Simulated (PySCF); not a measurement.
**Complexes of water**

Gas-phase complexes of water, each in one structure from a short search with a few starts, optimised by PBE0-D3(BJ)/def2-TZVPD; other ways of binding may lie lower. Energies in kcal/mol, CCSD(T) at its estimated basis limit, counterpoise-corrected (PySCF): interaction is complex less parts frozen as they stand in it. Contacts are written partner···water; electrostatic, Pauli and orbital are terms of the uncorrected MP2 energy, whose rest is dispersion or correlation. The CCSD(T) estimate is Hartree-Fock/aug-cc-pVQZ, plus the MP2 correlation part extrapolated as X⁻³ from aug-cc-pVTZ and aug-cc-pVQZ, plus CCSD(T) less MP2 in aug-cc-pVDZ; noble-gas cores are frozen. It isn't the exact limit.

2 other partners are left out, for which the search missed the form known or expected to bind best.

Frequency runs check all these structures; an imaginary mode is left, so that the point isn't a minimum, in the complex with alane (98i cm⁻¹). 1 further partner within 0.25 kcal/mol of a listed one is not ranked.

Order these partners of water by interaction energy, strongest first: ammonium, chlorine monofluoride, alane, hydrogen cyanide, chloride.

alane (-23.0), ammonium (-21.1), chloride (-15.4), hydrogen cyanide (-5.1), chlorine monofluoride (-4.8).
```csv
partner,contact,distance (Å),interaction,electrostatic,Pauli,orbital
alane,Al···O,2.02,-23.0,-43.0,41.9,-20.2
ammonium,H···O,1.60,-21.1,-27.0,21.6,-13.8
chloride,Cl···H,2.12,-15.4,-19.9,15.4,-7.9
hydrogen cyanide,H···O,2.02,-5.1,-8.3,5.9,-2.3
chlorine monofluoride,Cl···O,2.41,-4.8,-14.6,20.2,-7.1
```
